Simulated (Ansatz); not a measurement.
# AlFH₄Si (SMILES [F][AlH][SiH3]): functionals against CCSD(T) at one geometry

The task here is to estimate one member of a computed series from the others.

Program: Ansatz 0.2.0, Gaussian basis. Level of theory: single points in def2-TZVPP. These are calculated values, not measurements.

Cores are frozen in the correlated methods.

**The starting structure**

SMILES `[F][AlH][SiH3]`, 7 atoms, charge 0, spin multiplicity 1.

Atoms are counted from 1 here; the program's logs count them from 0.

Bond lengths: F1–Al2 1.475 Å, Al2–Si3 2.516 Å, Al2–H4 1.854 Å, Si3–H5 1.508 Å, Si3–H6 1.338 Å, Si3–H7 1.391 Å. Angles: F1–Al2–Si3 136.4°, F1–Al2–H4 108.5°, Si3–Al2–H4 115.2°, Al2–Si3–H5 108.8°, Al2–Si3–H6 116.7°, Al2–Si3–H7 118.9°, H5–Si3–H6 105.6°, H5–Si3–H7 107.3°, H6–Si3–H7 98.4°.

Coordinates:

```mol
AlFH4Si
  3D, bonds by distance, orders not assigned

  7  6  0  0  0  0  0  0  0  0999 V2000
   -1.5262   -2.2521    0.5151 F   0  0
   -0.4676   -1.2329    0.6403 Al  0  0
    0.0900    0.9586   -0.4617 Si  0  0
    0.7029   -1.7635    1.9763 H   0  0
   -0.9190    1.2244   -1.5509 H   0  0
    0.0715    2.0459    0.3174 H   0  0
    1.3539    1.1289   -1.0171 H   0  0
  1  2  8  0
  2  3  8  0
  2  4  8  0
  3  5  8  0
  3  6  8  0
  3  7  8  0
M  END
```

Set-up of the first run:

Input file run/in.yaml:

```yaml
crystal:
  periodic: [false, false, false]
  atoms:
    - {symbol: F, position_ang: [-1.526200, -2.252100, 0.515100]}
    - {symbol: Al, position_ang: [-0.467600, -1.232900, 0.640300]}
    - {symbol: Si, position_ang: [0.090000, 0.958600, -0.461700]}
    - {symbol: H, position_ang: [0.702900, -1.763500, 1.976300]}
    - {symbol: H, position_ang: [-0.919000, 1.224400, -1.550900]}
    - {symbol: H, position_ang: [0.071500, 2.045900, 0.317400]}
    - {symbol: H, position_ang: [1.353900, 1.128900, -1.017100]}
basis:
  gaussian: {orbitals: def2-TZVPP}
correlation: {method: ccsd_t}
output: {forces: true}
```

No record of the launch command was kept for these runs.

Steps of the session up to this table: CCSD(T)/def2-TZVPP; PBE0-D4/def2-TZVPP; wB97M-V/def2-TZVPP; r2SCAN-D4/def2-TZVPP; PBE-D4/def2-TZVPP; CAM-B3LYP-D4/def2-TZVPP; BLYP-D4/def2-TZVPP.

One of the session's tables, all rows but one given; the rest of the session is left out.

| method | RMS force component (eV/Å) | angle to CCSD(T) forces (°) | dipole (D) |
| --- | --- | --- | --- |
| CCSD(T) | 3.177 | reference | 1.05 |
| PBE0-D4 | 3.098 | 1.3 | 1.09 |
| wB97M-V | 3.153 | 0.8 | 1.10 |
| r2SCAN-D4 | 3.129 | 0.9 | 1.10 |
| PBE-D4 | 3.241 | 2.4 | 1.04 |
| CAM-B3LYP-D4 | 3.086 | 0.7 | 1.09 |
| BLYP-D4 | ? | ? | ? |

Estimate the missing values for BLYP-D4.

The run gave: RMS force component (eV/Å): 3.247; angle to CCSD(T) forces (°): 2.6; dipole (D): 1.04. In the column «RMS force component (eV/Å)» it is the highest.
